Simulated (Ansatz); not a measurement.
For rhombohedral A7 Sb, PBE-D4 (Ansatz, a quantum-chemistry and plane-wave program, PAW) gives:

```
Item                              Result
------------------------------  --------
equilibrium lattice constant a   4.322 Å
lattice parameter c             11.041 Å
```

Q: What does r²SCAN+rVV10 in Ansatz (PAW) give for the same quantities?

A: 
- lattice constant a: 4.329 Å (rises by 0.2 %)
- lattice parameter c: 11.341 Å (increases by 2.7 %)

For comparison: lattice constant a 4.301 Å (measured, 78 K, zero-point motion not removed; as tabulated in Schiferl, Barrett, J. Appl. Cryst. 2, 30 (1969), COD 9009654); lattice parameter c 11.232 Å (measured, 78 K, zero-point motion not removed; as tabulated in Schiferl, Barrett, J. Appl. Cryst. 2, 30 (1969), COD 9009654).

Changes are worked out from the printed values.

Unless a cell is named, each level is at its own relaxed cell (PBE-D4 29.77, r²SCAN+rVV10 30.67 Å³/atom).

Ansatz's density-functional and Hartree–Fock values are scalar-relativistic unless marked +SOC, with PAW data made under PBE.
